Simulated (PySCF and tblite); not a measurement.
(CH3CH2)2CHF, C₅H₁₁F, numbered as in [CH3:1][CH2:2][CH:3]([F:4])[CH2:5][CH3:6]: conformational analysis

Conformers came from 90 starts (ETKDG, MMFF94s, GFN2-xTB); geometries are GFN2-xTB. Energies: PBE0-D3(BJ)/pcSseg-1, with GFN2-xTB thermal terms (modes under about 100 cm⁻¹ blended into free rotors). Symmetry numbers and mirror images are counted. Conformers within 3 kcal/mol (GFN2-xTB free energy) were kept, 10 at most. GIAO shieldings: PBE0/pcSseg-1. Couplings: B3LYP/6-31G* with pcJ-1 on H, F (gas phase; spin-dipole term only for pairs with B, N, F, Si or P). Couplings are for ¹⁹F, ¹H. H–H couplings come out 0.1 to 0.9 Hz lower than with pcJ-1 on all atoms. Shifts are against TMS (¹H), TMS (¹³C), CFCl3 (¹⁹F) at the same level; of two unlike H on one atom, a is the less shielded. (PySCF 2.14, tblite 0.8.)

Torsions listed: C1–C2–C3–F4, F4–C3–C5–C6. Of a mirror pair one member is shown.

```json
{"conformer": "1", "shape": "-63°, 63°", "symmetry": "Cs", "E(GFN2) kcal/mol": "0.00", "E(DFT) kcal/mol": "0.00", "G(298.15 K) kcal/mol": "0.00", "weight %": "39.4", "dipole D": "1.73"}
{"conformer": "2", "shape": "-64°, 164°", "symmetry": "C1 (pair)", "E(GFN2) kcal/mol": "0.07", "E(DFT) kcal/mol": "0.64", "G(298.15 K) kcal/mol": "0.22", "weight %": "27.4", "dipole D": "1.84"}
{"conformer": "3", "shape": "65°, 68°", "symmetry": "C1 (pair)", "E(GFN2) kcal/mol": "0.55", "E(DFT) kcal/mol": "0.62", "G(298.15 K) kcal/mol": "0.41", "weight %": "19.8", "dipole D": "1.74"}
{"conformer": "4", "shape": "-174°, -66°", "symmetry": "C1 (pair)", "E(GFN2) kcal/mol": "0.67", "E(DFT) kcal/mol": "0.72", "G(298.15 K) kcal/mol": "0.66", "weight %": "13.0", "dipole D": "1.85"}
{"conformer": "5", "shape": "-138°, 173°", "symmetry": "C1 (pair)", "E(GFN2) kcal/mol": "1.10", "E(DFT) kcal/mol": "2.93", "G(298.15 K) kcal/mol": "2.77", "weight %": "0.4", "dipole D": "1.90"}
```

Weights (%) against temperature:

```tsv
T (K)	1	2	3	4	5	S(mix) cal/mol/K
150	68.6	16.5	10.0	4.9	0.0	2.29
200	54.4	22.4	14.8	8.4	0.0	2.93
250	45.3	25.6	17.9	11.1	0.2	3.28
298.15	39.4	27.4	19.8	13.0	0.4	3.47
400	32.0	29.1	22.1	15.7	1.1	3.72
```

Averaged shifts at 298.15 K. ¹H: 4.33 (H3, 1H), 1.63 (H2a/H5a, 2H), 1.48 (H2b/H5b, 2H), 1.10 (H1/H6, 6H) ppm. ¹³C: 99.2 (C3), 32.4 (C2/C5), 12.0 (C1/C6) ppm. ¹⁹F: -217.6 (F4) ppm.

Averaged couplings (Hz): ³J(H2a,F4) 17.7, ³J(H2b,F4) 24.5, ²J(H3,F4) 56.6, ²J(H1,H1) -13.9, ³J(H1,H2a) 7.4, ³J(H1,H2b) 7.6, ²J(H2a,H2b) -14.2, ³J(H2a,H3) 7.4, ³J(H2b,H3) 3.4. Computed couplings to fluorine can be off by tens of per cent at such levels.

Coordinates of conformer 1 (Å):

```xyz
17

C     2.531    0.253    0.055
C     1.257   -0.506   -0.296
C     0.007    0.224    0.191
F     0.055    0.303    1.575
C    -1.288   -0.477   -0.210
C    -2.519    0.311    0.224
H     3.406   -0.312   -0.258
H     2.587    0.413    1.129
H     2.549    1.221   -0.441
H     1.280   -1.496    0.166
H     1.181   -0.635   -1.377
H     0.008    1.265   -0.160
H    -1.303   -1.465    0.255
H    -1.289   -0.609   -1.293
H    -2.498    0.475    1.298
H    -3.425   -0.233   -0.028
H    -2.547    1.279   -0.272
```

Unscaled ¹⁹F shifts at such levels can be off by tens of ppm; differences between conformers or isomers are more reliable. Shifts are unscaled: against experiment ¹³C can be off by 15 ppm or more and ¹H by 0.8 ppm.

Search and properties took 4.7 min on 1 thread of Arm Neoverse V1, on a host shared with other jobs (rough), launched as `OMP_NUM_THREADS=1 python ens_run.py task.json out`.
